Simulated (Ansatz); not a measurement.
The calculation used DFT, r2SCAN, plane waves (500 eV) with PAW, scalar-relativistic in Ansatz. The PAW files were generated under PBE, with cores re-solved for the functional.

An element in the hcp structure gives this curve. The cell is scaled uniformly from the relaxed one, with fractional coordinates and shape fixed. Energies are extrapolated to zero smearing, pressures are those at the given smearing. Magnetic state: non-magnetic.

| V (Å³/atom) | E − E₀ (meV/atom) | P (GPa) |
| --- | --- | --- |
| 20.668 | 121.5 | 14.95 |
| 21.607 | 51.4 | 9.15 |
| 22.546 | 12.4 | 4.25 |
| 23.486 | 0.0 | 0.09 |
| 24.425 | 10.1 | -3.44 |
| 25.365 | 39.2 | -6.42 |
| 26.304 | 84.6 | -8.93 |

(1) Which element is it?
A. tin
B. zirconium
C. cadmium
D. indium

Results:

(1) B. Its fit is V₀ = 23.51 Å³/atom, B₀ = 95 GPa, B₀′ = 3.1.
